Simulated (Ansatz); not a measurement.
Basis-set extrapolation for C4H7FO (`CC/C=C(/O)F`) (PBE0-D4/def2-TZVP geometry, frozen core, Ansatz 0.2.0). Multiplicity 1, RHF reference.

```csv
,def2-TZVPP,def2-QZVPP
HF,-329.963706,-329.978606
MP2 correlation,-1.152783,-1.238912
CCSD(T) correlation,-1.235201,not run
```

Energies in hartree. Use E(X) = E(∞) + A·exp(−7.88·√X) for Hartree–Fock and E(X) = E(∞) + B·X^(−2.97) for correlation, with X = 3 and 4, and add CCSD(T) minus MP2 of the smaller set to the MP2 limit.

Question: What is the CCSD(T) energy at the basis-set limit?

Answer: HF limit: -329.978606 + (-0.014900) × 0.13774 = -329.98066. MP2 limit: -1.238912 + (-0.086129) × 0.74074 = -1.30271. Higher-order term: -1.235201 − (-1.152783) = -0.08242. Total: -331.36579 hartree, 4.54 eV below CCSD(T)/def2-TZVPP.
